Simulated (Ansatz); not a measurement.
```yaml
crystal:
  periodic: [false, false, false]
  atoms:
    - {symbol: Si, position_ang: [0.000000, 0.000000, -0.365995]}
    - {symbol: Mg, position_ang: [0.000000, 0.000000, 2.223397]}
    - {symbol: H, position_ang: [0.000000, 0.000000, -1.857403]}
basis:
  gaussian: {orbitals: def2-TZVP}
magnetization: {spin_polarized: true, initial_magnetization: 3}
hamiltonian: {xc: pbe0}
relax: {f_tol: 0.004, max_steps: 80}
```

```sh
$ ansatz run in.yaml --threads 1 --pin off --events-out ev --progress --plain --max-ram 2176MiB
```

Steps of the relaxation (energy above the last step; positions in Å, forces in eV/Å):

```
3
step 1, 36.1 meV
Si    0.000    0.000   -0.366    0.000    0.000    0.705
Mg    0.000    0.000    2.223    0.000    0.000   -0.613
H     0.000    0.000   -1.857    0.000    0.000   -0.092
```

```
3
step 2, 1.4 meV
Si    0.000    0.000   -0.335    0.000    0.000    0.154
Mg    0.000    0.000    2.165    0.000    0.000   -0.134
H     0.000    0.000   -1.830    0.000    0.000   -0.020
```

```
3
step 3, 0.1 meV
Si    0.000    0.000   -0.326    0.000    0.000   -0.028
Mg    0.000    0.000    2.149    0.000    0.000    0.029
H     0.000    0.000   -1.823    0.000    0.000    0.000
```

```
3
step 5, 0.0 meV
Si    0.000    0.000   -0.328    0.000    0.000    0.000
Mg    0.000    0.000    2.152    0.000    0.000    0.000
H     0.000    0.000   -1.824    0.000    0.000    0.000
```

Close pairs at the end: Si1–H3 1.497 Å, Si1–Mg2 2.479 Å.

A stationary point of unrestricted PBE0 after 5 steps, with ⟨S²⟩ = 3.761 against 3.75 for a pure state; no frequencies were run, so it isn't proven a minimum. 6 s on 1 thread of Intel Xeon 6975P-C, shared host.
